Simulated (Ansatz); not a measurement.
Input file:

```yaml
crystal:
  periodic: [false, false, false]
  atoms:
    - {symbol: Ge, position_ang: [-0.961572, 0.016507, 0.000000]}
    - {symbol: H, position_ang: [-1.473022, 1.463106, 0.000001]}
    - {symbol: H, position_ang: [-1.473022, -0.706793, 1.252791]}
    - {symbol: H, position_ang: [-1.473022, -0.706793, -1.252792]}
    - {symbol: H, position_ang: [0.955428, 0.016507, 0.000000]}
    - {symbol: Si, position_ang: [2.395428, 0.016507, 0.000000]}
    - {symbol: H, position_ang: [3.007608, -0.857778, 1.090012]}
    - {symbol: H, position_ang: [3.007608, -0.857777, -1.090013]}
basis:
  gaussian: {orbitals: cc-pVDZ}
magnetization: {spin_polarized: false}
correlation: {method: ccsdt_q, electrons: outside_noble_gas}
```

```sh
$ ansatz run in.yaml --threads 1 --pin off --events-out ev --progress --plain --max-ram 2393MiB
```

The program prints:

```
1482 factors; integrals over basis functions are off by at most 2.2e-7 eV
mean field evaluation 1: about -64424.5074 eV, gradient 1.4e1 eV
mean field evaluation 2: about -64424.5109 eV, gradient 1.4e1 eV
mean field evaluation 4: about -64425.6054 eV, gradient 1.7e0 eV
mean field evaluation 8: about -64425.6215 eV, gradient 5.9e-4 eV
mean field evaluation 16: about -64425.6208 eV, gradient 2.5e-1 eV
mean field evaluation 32: about -64422.3751 eV, gradient 8.8e0 eV
mean field -64425.62147018 eV, -2367.5979197744 hartree, gradient 1.1e-6 eV, S^2 0.000000; 1 other end points of the search recorded, 0 dependent functions left out; unrestricted orbitals would lower it
19 core orbitals not correlated: weight in the atoms' cores, before any rotation towards them, 1.000 or more for the frozen orbitals, at most 0.000 for the correlated occupied ones
reference -64425.62147018 eV, -2367.5979197744 hartree; 7, 7 occupied and 49, 49 virtual orbitals, 1482 factors
second order -6.07773920 eV of doubles, -0.00000000 eV of singles
cycle   1  -7.11280205 eV  change    -1.0e0 eV  update   1.1e-1
cycle   2  -7.64359885 eV  change   -5.3e-1 eV  update   5.6e-2
cycle   3  -7.88396767 eV  change   -2.4e-1 eV  update   3.9e-2
cycle   4  -7.88658502 eV  change   -2.6e-3 eV  update   2.2e-2
cycle   5  -7.90906263 eV  change   -2.2e-2 eV  update   1.4e-2
cycle   6  -7.91094478 eV  change   -1.9e-3 eV  update   6.8e-3
cycle   7  -7.91136422 eV  change   -4.2e-4 eV  update   3.1e-3
cycle   8  -7.91429354 eV  change   -2.9e-3 eV  update   1.5e-3
cycle   9  -7.91431311 eV  change   -2.0e-5 eV  update   5.4e-4
cycle  10  -7.91360161 eV  change    7.1e-4 eV  update   2.4e-4
cycle  11  -7.91367048 eV  change   -6.9e-5 eV  update   1.1e-4
cycle  12  -7.91365310 eV  change    1.7e-5 eV  update   4.8e-5
cycle  13  -7.91371654 eV  change   -6.3e-5 eV  update   2.4e-5
cycle  14  -7.91373259 eV  change   -1.6e-5 eV  update   1.1e-5
cycle  15  -7.91372956 eV  change    3.0e-6 eV  update   4.4e-6
cycle  16  -7.91372435 eV  change    5.2e-6 eV  update   2.2e-6
cycle  17  -7.91372396 eV  change    3.9e-7 eV  update   7.6e-7
perturbative correction -0.02021227 eV, -0.0007427871 hartree
Total energy: -64433.55540641 eV, -2367.8894865530 hartree
```

Ran on 1 thread of AMD EPYC 7R43, shared host: 53 s wall, 0.64 GiB peak host memory.
